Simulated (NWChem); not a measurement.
## Total energies of C$_{2}$H$_{5}$

```xyz
7

C      0.7867    -0.1113    -0.0178
C     -0.6856     0.1015    -0.0019
H      1.4789     0.7055     0.2024
H      1.2075    -1.1146    -0.1254
H     -1.1253    -0.0998     0.9991
H     -0.9585     1.1391    -0.2556
H     -1.2094    -0.5719    -0.7022
```
Charge 0, spin multiplicity 2.

Program: NWChem. Structure: optimised with UB3LYP/def2-SVP, a minimum by its harmonic frequencies.

Basis set: 6-311G** (66 functions).

```json
[
 {"method": "UHF", "total energy (Ha)": "-78.61852", "relative cost": "1"},
 {"method": "UMP2", "total energy (Ha)": "-78.90248", "relative cost": "under 3"},
 {"method": "UB2PLYP", "total energy (Ha)": "-79.07924", "relative cost": "under 3"},
 {"method": "UPBE", "total energy (Ha)": "-79.05575", "relative cost": "under 3"},
 {"method": "UB3LYP", "total energy (Ha)": "-79.18338", "relative cost": "under 3"},
 {"method": "UM06-2X", "total energy (Ha)": "-79.12591", "relative cost": "under 3"}
]
```

Total energies of different functionals aren't comparable as a measure of quality: only differences taken within one method are. Relative cost: rough, from shared machines, SCF included, UHF = 1.

The correlated methods keep 2 core orbitals frozen. B3LYP has NWChem's definition, with VWN1-RPA local correlation. The Pople sets run with spherical d functions. The structure started from a generated list of species. No SCF solution was tested for a lower state. Open-shell Hartree-Fock references start from PBE0 orbitals; any time given for them includes that run.
